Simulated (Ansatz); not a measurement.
in.yaml

```yaml
crystal:
  periodic: [false, false, false]
  atoms:
    - {symbol: C, position_ang: [1.110635, 0.000000, 0.866979]}
    - {symbol: Mg, position_ang: [-0.581497, 0.000000, -0.371474]}
    - {symbol: H, position_ang: [0.787523, 0.000000, -1.373445]}
basis:
  gaussian: {orbitals: cc-pVDZ}
magnetization: {spin_polarized: false, initial_magnetization: 1}
correlation: {method: fic_mrcisd_q, electrons: all}
output: {forces: true}
```

```sh
$ ansatz run in.yaml --threads 1 --pin off --events-out ev --progress --plain --max-ram 2393MiB
```

Question: One thing in this input was set wrong on purpose, beside settings that are merely unusual. What is the gravest fault, and what does the program do?

Answer: Method needs an active space. How the run ends: refused.
```
Error: this correlation method needs an active space: name one as the reference
```
